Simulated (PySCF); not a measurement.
PySCF input (M06-2X/6-311+G**):

```python
from pyscf import gto, dft

mol = gto.M(
    atom='''
    C     0.01225366   -0.24478813   -1.08693639
    Cl   -0.00641773    0.12820516    0.56927130
    H     0.96940014   -0.33504208   -1.57184899
    H    -0.93382079   -0.37571690   -1.58414476
    ''',
    basis='6-311+g**',
    charge=0,
    spin=1,
    verbose=4,
)

mf = dft.UKS(mol, xc='m062x')
mf.grids.level = 4
mf.conv_tol = 1e-9
mf.max_cycle = 100
mf.max_memory = 1500
mf.kernel()
if not mf.converged:
    mf = mf.newton()
    mf.kernel(mf.make_rdm1())
mo, _, stable, _ = mf.stability(return_status=True)
if not stable:
    mf.kernel(mf.make_rdm1(mo, mf.mo_occ))
    stable = mf.stability(return_status=True)[2]
mf.dip_moment()
```

From the last part of the output:

```
  alpha nocc = 13  HOMO = -0.15390273368004  LUMO = 0.00531446570343652
  beta  nocc = 12  HOMO = -0.365159942547678  LUMO = -0.153902733680047

WARN: HOMO -0.15390273368004 >= LUMO -0.153902733680047

cycle= 1 E= -499.410299107716  delta_E= 0.074  |g|= 0.14  |ddm|= 1.13
  alpha nocc = 13  HOMO = -0.285135609370644  LUMO = 0.0155834329269447
  beta  nocc = 12  HOMO = -0.371386083071792  LUMO = -0.0681724394486137
  HOMO = -0.285135609371  LUMO = -0.0681724394486  gap/eV = 5.90387
cycle= 2 E= -499.414931088878  delta_E= -0.00463  |g|= 0.12  |ddm|= 0.298
  alpha nocc = 13  HOMO = -0.267216254091047  LUMO = 0.0234431860763637
  beta  nocc = 12  HOMO = -0.381620587384826  LUMO = -0.042618201325404
  HOMO = -0.267216254091  LUMO = -0.0426182013254  gap/eV = 6.11162
cycle= 3 E= -499.422367982256  delta_E= -0.00744  |g|= 0.0225  |ddm|= 0.124
  alpha nocc = 13  HOMO = -0.272726617097895  LUMO = 0.0228037032594121
  beta  nocc = 12  HOMO = -0.380571948177021  LUMO = -0.0413864778276284
  HOMO = -0.272726617098  LUMO = -0.0413864778276  gap/eV = 6.29509
cycle= 4 E= -499.422779401453  delta_E= -0.000411  |g|= 0.00619  |ddm|= 0.0278
  alpha nocc = 13  HOMO = -0.273526993688251  LUMO = 0.0224793130911601
  beta  nocc = 12  HOMO = -0.379898366602124  LUMO = -0.0391081526179039
  HOMO = -0.273526993688  LUMO = -0.0391081526179  gap/eV = 6.37886
cycle= 5 E= -499.422849125401  delta_E= -6.97e-05  |g|= 0.00234  |ddm|= 0.0148
  alpha nocc = 13  HOMO = -0.27418928096449  LUMO = 0.0223676047225783
  beta  nocc = 12  HOMO = -0.379689233436707  LUMO = -0.0386351280157131
  HOMO = -0.274189280964  LUMO = -0.0386351280157  gap/eV = 6.40975
cycle= 6 E= -499.422859906429  delta_E= -1.08e-05  |g|= 0.000578  |ddm|= 0.00547
  alpha nocc = 13  HOMO = -0.274332033946515  LUMO = 0.0223465295000853
  beta  nocc = 12  HOMO = -0.379784826121465  LUMO = -0.0385902557583339
  HOMO = -0.274332033947  LUMO = -0.0385902557583  gap/eV = 6.41486
cycle= 7 E= -499.422860608441  delta_E= -7.02e-07  |g|= 0.000171  |ddm|= 0.00171
  alpha nocc = 13  HOMO = -0.274294146938695  LUMO = 0.022343280534377
  beta  nocc = 12  HOMO = -0.379711284169864  LUMO = -0.0385587569989588
  HOMO = -0.274294146939  LUMO = -0.038558756999  gap/eV = 6.41469
cycle= 8 E= -499.422860630322  delta_E= -2.19e-08  |g|= 5.25e-05  |ddm|= 0.000307
  alpha nocc = 13  HOMO = -0.274306576355569  LUMO = 0.0223385488772433
  beta  nocc = 12  HOMO = -0.379724347009367  LUMO = -0.0385710034979089
  HOMO = -0.274306576356  LUMO = -0.0385710034979  gap/eV = 6.41469
cycle= 9 E= -499.422860632644  delta_E= -2.32e-09  |g|= 9.22e-06  |ddm|= 0.000105
  alpha nocc = 13  HOMO = -0.274305655646148  LUMO = 0.0223372682954119
  beta  nocc = 12  HOMO = -0.379724810727406  LUMO = -0.0385705464726674
  HOMO = -0.274305655646  LUMO = -0.0385705464727  gap/eV = 6.41468
cycle= 10 E= -499.422860632793  delta_E= -1.49e-10  |g|= 1.97e-06  |ddm|= 3.41e-05
  alpha nocc = 13  HOMO = -0.27430566103663  LUMO = 0.0223372117680389
  beta  nocc = 12  HOMO = -0.379724783319622  LUMO = -0.0385705146448834
  HOMO = -0.274305661037  LUMO = -0.0385705146449  gap/eV = 6.41468
Extra cycle  E= -499.422860632799  delta_E= -6.14e-12  |g|= 8.19e-07  |ddm|= 3.73e-06
converged SCF energy = -499.422860632799  <S^2> = 0.75581627  2S+1 = 2.0058078
uhf_internal: lowest eigs of H = [0.3614207  0.38119222 0.41450998]
<class 'pyscf.dft.uks.UKS'> wavefunction is stable in the internal stability analysis
Dipole moment(X, Y, Z, Debye):  0.01292, -0.25802, -1.14557
```
